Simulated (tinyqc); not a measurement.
Inside a calculation. Method: geometry optimisation on the LDA (VWN5)/sto-3g surface (energies and gradients from PySCF), for CH3-, spin multiplicity 1. The basis has no diffuse functions, so it cannot describe the extra electron: this is an exercise in the method, not the real anion. One step of it, computed by the program tinyqc.

Question. Step 2: move. Quasi-Newton step p = -H^(-1) g (the inverse Hessian comes from BFGS updates; coordinates in the order x, y, z of each atom); steps longer than 0.3 bohr are cut back.

positions after step 1 (bohr):
```
            x          y          z
1C  -0.003733   0.122040   0.107861
2H   2.006656  -0.057689  -0.082577
3H  -1.055885   1.683274  -0.066546
4H  -1.088768  -1.883685   0.052600
```

gradient (hartree/bohr):
```
              x            y            z
1C  -0.00203614   0.13471604  -0.01647218
2H  -0.00346672  -0.01079437   0.00445899
3H   0.03393877  -0.06427633   0.01162274
4H  -0.02843676  -0.05964505   0.00038986
```

inverse Hessian in use (bohr^2/hartree):
```
            1          2          3          4          5          6          7          8
1    3.360899  -0.029468   0.041439   0.061750   0.017206  -0.014968  -0.040385   0.082350
2   -0.029468   1.852023   0.108777  -0.078504   0.090308  -0.022274  -0.310159   0.576190
3    0.041439   0.108777   3.380141   0.094093   0.014867  -0.018629  -0.024958   0.056588
4    0.061750  -0.078504   0.094093   3.471556   0.039441  -0.033847  -0.093384   0.189959
5    0.017206   0.090308   0.014867   0.039441   3.336262  -0.006593   0.000181   0.003675
6   -0.014968  -0.022274  -0.018629  -0.033847  -0.006593   3.340493   0.012990  -0.027912
7   -0.040385  -0.310159  -0.024958  -0.093384   0.000181   0.012990   3.309975   0.034488
8    0.082350   0.576190   0.056588   0.189959   0.003675  -0.027912   0.034488   3.287714
9   -0.019498  -0.095379  -0.017552  -0.044638  -0.003820   0.007647   0.001421  -0.007221
10  -0.048930   0.418140  -0.110575  -0.106588  -0.056828   0.035826   0.157129  -0.306801
11  -0.070089   0.814811  -0.180232  -0.150898  -0.096912   0.056779   0.275490  -0.534246
12  -0.006972   0.008882  -0.010626  -0.015607  -0.004455   0.003822   0.010548  -0.021456

            9         10         11         12
1   -0.019498  -0.048930  -0.070089  -0.006972
2   -0.095379   0.418140   0.814811   0.008882
3   -0.017552  -0.110575  -0.180232  -0.010626
4   -0.044638  -0.106588  -0.150898  -0.015607
5   -0.003820  -0.056828  -0.096912  -0.004455
6    0.007647   0.035826   0.056779   0.003822
7    0.001421   0.157129   0.275490   0.010548
8   -0.007221  -0.306801  -0.534246  -0.021456
9    3.338197   0.062716   0.106420   0.005042
10   0.062716   3.331721  -0.054509   0.012031
11   0.106420  -0.054509   3.149683   0.017029
12   0.005042   0.012031   0.017029   3.335095
```

Give: positions after step 2.

Answer.

positions after step 2 (bohr):
```
         x       y       z
1C   0.010  -0.016   0.140
2H   2.035  -0.041  -0.093
3H  -1.104   1.777  -0.085
4H  -1.082  -1.857   0.049
```
